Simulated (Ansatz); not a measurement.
Input and output for C₂H₃NO (`NC#CO`).

```yaml
crystal:
  periodic: [false, false, false]
  atoms:
    - {symbol: N, position_ang: [-0.577509, 1.461705, -0.134949]}
    - {symbol: C, position_ang: [-0.118437, 0.196795, -0.019163]}
    - {symbol: C, position_ang: [0.377628, -0.892684, 0.066457]}
    - {symbol: O, position_ang: [0.783568, -2.133936, 0.184948]}
    - {symbol: H, position_ang: [-1.182788, 1.622337, -0.926115]}
    - {symbol: H, position_ang: [-0.961100, 1.852923, 0.712301]}
    - {symbol: H, position_ang: [1.739936, -2.175239, 0.070821]}
basis:
  gaussian: {orbitals: def2-SVP, nuclear_model: gaussian}
total_charge: -1
magnetization: {spin_polarized: true, initial_magnetization: 1}
hamiltonian: {xc: {name: PBE-QIDH}}
scf: {lower_state_search: light}
```

```sh
$ ansatz run in.yaml --threads 2 --pin off --events-out ev --progress --plain --max-ram 4352MiB
```

Output, abridged:

```
Functional definition: PBE-QIDH
721 factors; integrals over basis functions are off by at most 1.4e-3 eV
mean field evaluation 1: about -5632.2460 eV, gradient 1.7e1 eV
mean field evaluation 2: about -5632.2501 eV, gradient 1.7e1 eV
mean field evaluation 4: about -5633.8707 eV, gradient 4.4e0 eV
mean field evaluation 8: about -5634.0116 eV, gradient 6.5e-1 eV
mean field evaluation 16: about -5634.3675 eV, gradient 2.3e-2 eV
a density is far from that of the atoms, so the factors are made again for it
784 factors; integrals over basis functions are off by at most 1.2e-3 eV
mean field -5634.36750270 eV, -207.0591866127 hartree, gradient 3.0e-6 eV, S^2 0.752223; 4 other end points of the search recorded, 0 dependent functions left out
4 core orbitals not correlated: weight in the atoms' cores, before any rotation towards them, 1.000 or more for the frozen orbitals, at most 0.000 for the correlated occupied ones
reference -5634.36751329 eV, -207.0591870021 hartree; 12, 11 occupied and 55, 56 virtual orbitals, 784 factors
second order -18.84892077 eV of doubles, -0.00000000 eV of singles
Total energy: -5640.65048689 eV, -207.2900820228 hartree
```

Run time 3 s (2 threads of an Intel Xeon Platinum 8488C on a shared host); peak host memory 0.18 GiB.
